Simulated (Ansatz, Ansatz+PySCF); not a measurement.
```xyz
2

Cl    0.0000    0.0000   -0.5234
F     0.0000    0.0000    0.9886
```

RHF-MP2 on singlet ClF was run in several spherical basis sets with Ansatz (development build ahead of 0.2.0). Frozen core: 6 orbitals.

Rank the basis sets by the total energy that they give, lowest first, with the distance from the lowest.
A. cc-pVTZ
B. def2-SVP
C. cc-pVDZ
D. 6-31G(d)
E. def2-TZVP

A (0.00 eV), E (0.10 eV), C (4.96 eV), D (6.26 eV), B (11.39 eV).

Totals follow the description of the cores as much as that of the bonds, so this order isn't one of quality for chemistry.
